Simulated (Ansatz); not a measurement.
We consider hcp Lu, described by revPBE (PAW; Ansatz, a first-principles code).

Settings: plane-wave cutoff 520 eV, 18×18×10 k mesh (along the axes of the cell as run), Fermi–Dirac smearing 0.05 eV, scalar-relativistic PAW data made under PBE.

Shape and atoms are relaxed at each volume.

Pressure at four volumes; x = ln(V/30.081 Å³). One pressure is withheld.

| V (Å³/atom) | x | P (GPa) |
|---|---|---|
| 28.878 | -0.0408 | ? |
| 29.479 | -0.0202 | 0.91 |
| 30.081 | 0.0000 | 0.00 |
| 31.284 | 0.0392 | -1.59 |

Q: Pass a parabola P(x) through the three rows shown, estimate the bulk modulus and its pressure derivative near zero pressure, and predict the withheld pressure.

A: Slopes between the rows: (0.00 − (0.91))/(0.0000 − (-0.0202)) = -45.05 and (-1.59 − (0.00))/(0.0392 − (0.0000)) = -40.56 GPa. Their difference over the span 0.0594 is c = 4.49/0.0594 = 75.6 GPa, so P(x) = 0.91 + (-45.05)(x − (-0.0202)) + 75.6 (x − (-0.0202))(x − (0.0000)). At the middle row B = −dP/dx = −[-45.05 + 75.6 × 0.0202] = 43.5 GPa, and B′ = dB/dP = 2c/B = 3.5. At x = -0.0408 the parabola gives 1.90 GPa; the run gives 1.90 GPa. The Birch–Murnaghan fit to the energies at all volumes has B0 = 43.4 GPa and B′ = 3.5.

Measured, for comparison: bulk modulus 47.6 GPa (room temperature, no zero-point or thermal correction; as tabulated in Wikipedia's data pages). Computed (rounded) less measured: bulk modulus -9 %.

Note: the bulk modulus comes from volumes at which shape and atoms were relaxed.

Spin–orbit coupling is not included.
